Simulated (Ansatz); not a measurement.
# ClFHSi− (SMILES F[SiH-]Cl): one structure at several levels

One table from this session's results is given with a row withheld; the runs are named, their logs left out.

Computed with Ansatz 0.2.0, Gaussian basis. Level: single points in def2-TZVPPD.

Cores are frozen in the correlated methods.

**Starting geometry**

SMILES `F[SiH-]Cl`, 4 atoms, charge -1, spin multiplicity 1.

Atoms are counted from 1 here; the program's logs count them from 0.

Bond lengths: F1–Si2 1.694 Å, Si2–H4 1.390 Å. Angles: F1–Si2–H4 94.1°.

As a file:

```xyz
4
ClFHSi
F    -1.0205   -0.2637    1.0665
Si   -0.4379   -0.3277   -0.5226
Cl    1.8992   -0.4299    0.1204
H    -0.4249    1.0537   -0.6801
```

The first run:

Contents of run/in.yaml:

```yaml
crystal:
  periodic: [false, false, false]
  atoms:
    - {symbol: F, position_ang: [-1.020500, -0.263700, 1.066500]}
    - {symbol: Si, position_ang: [-0.437900, -0.327700, -0.522600]}
    - {symbol: Cl, position_ang: [1.899200, -0.429900, 0.120400]}
    - {symbol: H, position_ang: [-0.424900, 1.053700, -0.680100]}
basis:
  gaussian: {orbitals: "def2-TZVPPD.json"}
total_charge: -1
correlation: {method: ccsd_t}
output: {forces: true}
```

The basis file named in the input lies beside it (Basis Set Exchange, JSON).

The command line of these runs was not kept.

Among the steps run: CCSD(T)/def2-TZVPPD; PBE0-D4/def2-TZVPPD; wB97M-V/def2-TZVPPD; r2SCAN-D4/def2-TZVPPD; PBE-D4/def2-TZVPPD; LC-wPBE/def2-TZVPPD; BLYP-D4/def2-TZVPPD.

One table of the session follows, with a row left open; its other results are not shown here.

```
   method  RMS force component (eV/Å)  angle to CCSD(T) forces (°)
  CCSD(T)                       1.228                    reference
  PBE0-D4                           ?                            ?
  wB97M-V                       1.217                          2.0
r2SCAN-D4                       1.277                          0.8
   PBE-D4                       1.312                         10.1
  LC-wPBE                       1.266                          3.2
  BLYP-D4                       1.235                         14.2
```

**Question.** Estimate the row for PBE0-D4.

**Answer.** RMS force component (eV/Å): 1.293; angle to CCSD(T) forces (°): 0.8. In the column «RMS force component (eV/Å)» it lies between r2SCAN-D4 (1.277) and PBE-D4 (1.312).
